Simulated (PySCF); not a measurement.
# Which functional comes closest?

Molecule: magnesium dihydride, H2Mg.

Bonds (- single, = double, # triple, : aromatic): none between heavy atoms. Mg1 carries H2, H3.

Geometry PBE0-D3(BJ)/def2-SVP throughout; GIAO in PySCF 2.14.0 with density-fitted response routines, gas phase, one conformer, non-relativistic; equivalent atoms averaged; basis pcSseg-2.

Reference values (CCSD(T)/CBS (aug-cc-pCVXZ fit); gas (isolated, no vibration); Rzepiela, Kaminsky, Buczek, Broda, Kupka, Molecules 2022, 27, 8230): σ(Mg1) = 447.2 ppm.

Problem. How do the functionals HF, LDA, PBE, BLYP, BP86, OPBE, KT2, KT3, B97-D, B3LYP, PBE0, mPW1PW91, WP04, B97-2, BHandHLYP, CAM-B3LYP, wB97X-D, LC-wPBE perform against the reference? Times are CPU seconds on shared hosts with different chips, so compare them loosely; the GGAs took longer than the global hybrids here, which isn't the general rule, and the cause wasn't traced.

Solution. 
```
functional                    kind    Mg1  abs. error Mg  core-s
        HF            Hartree–Fock  463.2           16.0     0.2
       LDA                     LDA  398.8           48.4     0.5
       PBE                     GGA  424.0           23.2     0.7
      BLYP                     GGA  421.5           25.7     0.7
      BP86                     GGA  427.2           20.0     0.7
      OPBE                     GGA  455.5            8.3     0.7
       KT2                     GGA  434.7           12.5     0.7
       KT3                     GGA  451.8            4.6     1.2
     B97-D                     GGA  448.1            0.9     0.7
     B3LYP           global hybrid  429.0           18.2     0.5
      PBE0           global hybrid  435.2           12.0     0.5
  mPW1PW91           global hybrid  438.6            8.6     0.6
      WP04           global hybrid  464.5           17.3     0.5
     B97-2           global hybrid  448.3            1.1     0.5
 BHandHLYP           global hybrid  439.4            7.8     0.5
 CAM-B3LYP  range-separated hybrid  424.3           22.9     0.6
   wB97X-D  range-separated hybrid  443.6            3.6     0.6
   LC-wPBE  range-separated hybrid  436.6           10.6     0.9
```

For 25Mg the closest is B97-D (0.9 ppm, with B97-2 practically level) and the furthest LDA (48.4 ppm). One molecule is a small sample, and the reference may use another geometry.
